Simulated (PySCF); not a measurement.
Species: C4H10S.
Cartesian coordinates in Å at the PBE0-D3(BJ)/def2-SVP level; atoms count from 1:
```
atom  x, y, z in Å
C1     0.7512    0.8281   -0.9097
C2     0.0895    0.0059    0.1912
C3    -0.3512   -1.3556   -0.3347
C4    -1.0994    0.7614    0.7814
S5     1.2643   -0.2155    1.6010
H6     0.0407    1.0017   -1.7359
H7     1.0851    1.8031   -0.5268
H8     1.6272    0.3065   -1.3253
H9    -0.8036   -1.9599    0.4648
H10   -1.0936   -1.2310   -1.1412
H11    0.5005   -1.9186   -0.7470
H12   -1.5739    0.1874    1.5918
H13   -0.7911    1.7382    1.1843
H14   -1.8544    0.9365   -0.0014
H15    2.2084   -0.8888    0.9074
```

Theory: delta-SCF UKS SCAN, pcX-2 on the ionised atom, pcseg-1 elsewhere, spin-free X2C (PySCF). The ground state was rerun for each ionised atom, in the same mixed basis as its hole state.

```csv
ionised atom,basis functions,E(ground) (Eh),binding energy (eV)
C1,155,-557.59932,290.643
C2,155,-557.60198,291.387
S5,166,-557.73357,2476.793
```

Q: Fill in the total energy of each core-ionised state.

A: With binding energy = E(ionised) − E(ground) and 27.2114 eV a hartree:

| atom | binding energy (Eh) | E(ionised) (Eh) |
| --- | --- | --- |
| C1 | 10.6809 | -546.9184 |
| C2 | 10.7083 | -546.8937 |
| S5 | 91.0205 | -466.7131 |

Q: How much do the ground-state energies differ, and what would follow from using one of them for all holes?

A: They run from -557.7336 Eh (core basis on S5) to -557.5993 Eh (on C1), 0.1343 Eh or 3.65 eV apart, for one and the same state in different bases and grids. Pairing the ion of C1 with the ground state of S5 would put its binding energy 3.65 eV too high.

Lowest listed C 1s: C1/C3/C4, bonded to C and 3 H. Highest, 0.75 eV above it: C2, bonded to S and 3 C.

Only 1s holes are shown. Topologically equivalent atoms share the value of their first member; where this conformer doesn't relate them by symmetry, their own values could differ. Geometry: PBE0-D3(BJ)/def2-SVP; no solvent, vibrations or thermal averaging.

The run took 24 s of wall time on an x86-64 server with one thread, on a shared host.
